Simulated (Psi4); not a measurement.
Process, species as SMILES: P (PH3) + H+ → [PH4+]
B3LYP-D3(BJ)/def2-TZVP geometries, fixed; electronic energies without zero-point terms; positive where energy is released.

Basis-set convergence of the proton affinity at MP2 with Psi4. Cartesian d functions, on some or all atoms, in 6-31G*, 6-31G**; all else is spherical. Density fitting with the program's default auxiliary sets. Cores are frozen. No added dispersion term, no relativity. Functions are those of the species that has most. Reference: Hartree-Fock in aug-cc-pV(Q+d)Z plus the correlation part extrapolated as X^-3 from aug-cc-pV(T+d)Z and aug-cc-pV(Q+d)Z, 193.66 kcal/mol, itself unsure by roughly 0.13 kcal/mol (a third of the extrapolation step and of the last Hartree-Fock step). Deviations are taken from unrounded values. Cost is core time over that of STO-3G, rough, on shared machines of one kind.

```
basis            functions  cost
---------------  ---------  ----
STO-3G                  13    1×
3-21G                   21    1×
6-31G                   21    1×
6-31G*                  27    1×
6-31G**                 39    1×
cc-pV(D+d)Z             43    1×
6-311G**                50    1×
aug-cc-pV(D+d)Z         68    1×
cc-pV(T+d)Z             95    2×
jun-cc-pV(T+d)Z        104    2×
aug-cc-pV(T+d)Z        147    2×
cc-pV(Q+d)Z            184    3×
aug-cc-pV(Q+d)Z        273    6×
```

Which is the smallest set listed that can be trusted to 2 kcal/mol here, that is, within that of the reference together with its larger relatives (same family, alike in diffuse functions; a set with none to test it counts only in the reference's own line)?

The smallest set listed that lies within 2 kcal/mol of the reference with all its larger relatives (same family, alike in diffuse functions; a set with none counts only in the reference's own line) is cc-pV(D+d)Z (43 functions, 1× in cost, 1.19 kcal/mol off). Inside the window by cancellation, since a larger relative falls out: 6-31G*. Value minus reference: STO-3G 55.26, 3-21G -5.44, 6-31G -2.58, 6-31G* 0.28, 6-31G** 3.95, cc-pV(D+d)Z 1.19, 6-311G** 4.29, aug-cc-pV(D+d)Z -0.89, cc-pV(T+d)Z 0.54, jun-cc-pV(T+d)Z 0.40, aug-cc-pV(T+d)Z -0.19, cc-pV(Q+d)Z 0.40, aug-cc-pV(Q+d)Z 0.06 kcal/mol.
